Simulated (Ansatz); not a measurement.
Zinc-blende BeTe was calculated with PBEsol (plane waves, PAW; Ansatz, a quantum-chemistry and plane-wave program).

Settings: plane-wave cutoff 520 eV, 10×10×10 k mesh, Fermi–Dirac smearing 0.01 eV, scalar-relativistic PAW data made under PBE.

Response to compression and expansion:

```
V (Å³/atom)  P (GPa)  direct gap at Γ (eV)  smallest gap on the k mesh (eV)
-----------  -------  --------------------  -------------------------------
20.683          4.23                 3.550                            1.676
21.123          2.68                 3.571                            1.732
21.564          1.28                 3.591                            1.785
22.004          0.01                 3.608                            1.835
22.444         -1.14                 3.624                            1.883
22.884         -2.18                 3.553                            1.929
23.324         -3.13                 3.420                            1.973
```

The fundamental gap (1.84 eV at the equilibrium volume, with added k points) lies elsewhere than Γ–Γ.

Measured, for comparison: band gap 2.8 eV (temperature not stated, not corrected to a static lattice, sources range from 2.70 to 2.80; as tabulated in Das et al. (2018), arXiv:1807.05623).

Spin–orbit coupling is not included; with these elements it can move the gap by several tenths of an eV or more.
